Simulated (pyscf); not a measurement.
Single points on ωB97X-D3(BJ)/def2-SVP structures (PySCF, gas phase).

PBE/def2-TZVP puts the barrier of HO–Si(OH)(F)–F (SMILES O[Si](O)(F)F) + HO–SiH₃ (SMILES O[SiH3]) → HO–Si(OH)(F)–O–SiH₃ (SMILES O[Si](O)(F)O[SiH3]) + HF (SMILES F) (four-centre exchange; singlet surface; F–Si, H–O broken, O–Si, F–H formed) at 19.6 kcal/mol and the reaction energy at +7.2 kcal/mol, from the separated reactants. What do r²SCAN/def2-TZVP, B3LYP-D3(BJ)/def2-TZVP, ωB97M-D3(BJ)/def2-TZVP give on the same structures?

r²SCAN: ΔE‡ = 19.1 kcal/mol, ΔE = +6.4 kcal/mol; B3LYP-D3(BJ): ΔE‡ = 21.0 kcal/mol, ΔE = +4.9 kcal/mol; ωB97M-D3(BJ): ΔE‡ = 20.7 kcal/mol, ΔE = +5.3 kcal/mol. PBE's barrier lies among them. Its reaction energy lies over all of them, by 0.8 to 2.3 kcal/mol. On the reactant side the descent ends in an adduct with a O–Si contact (not fully relaxed), 0.9 kcal/mol under the separated species and 20.0 kcal/mol under the saddle at ωB97X-D3(BJ)/def2-TZVP. On the product side the descent ends in a complex, 8.0 kcal/mol under the separated species and 23.7 kcal/mol under the saddle at ωB97X-D3(BJ)/def2-TZVP. What is counted as formed (O–Si) is already present as a longer contact in the reactant adduct; forming that adduct is a step of its own. One saddle was located; it need not be the lowest between these sides.
